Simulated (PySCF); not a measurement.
Coordinates in bohr (charge 0 multiplicity 4):
```
Li    0.0000   -3.5432    0.0000
Li    3.0685    1.7716    0.0000
Li   -3.0685    1.7716    0.0000
```

These are results of PySCF, UPBE0, basis Li def2-TZVP (no relativity, density fitting), not measurements.

This geometry of Li₃ is a stationary point at this level.

What is the point group?

D3h.

Is it a minimum?

Yes: all harmonic wavenumbers are real.

List the harmonic modes with their infrared intensities.


| symmetry | ω (cm⁻¹) | IR (km/mol, summed over degenerate members) |
| --- | --- | --- |
| e' | 174 | 32.4 |
| a1' | 189 | 0.0 |

In D3h the vibrations span e' + a1'. The a1' mode carries no infrared intensity, as symmetry demands.

Only a few start shapes were tried, so a lower isomer may exist. At this level a doublet minimum of C2v symmetry lies 107 kJ/mol below this structure.
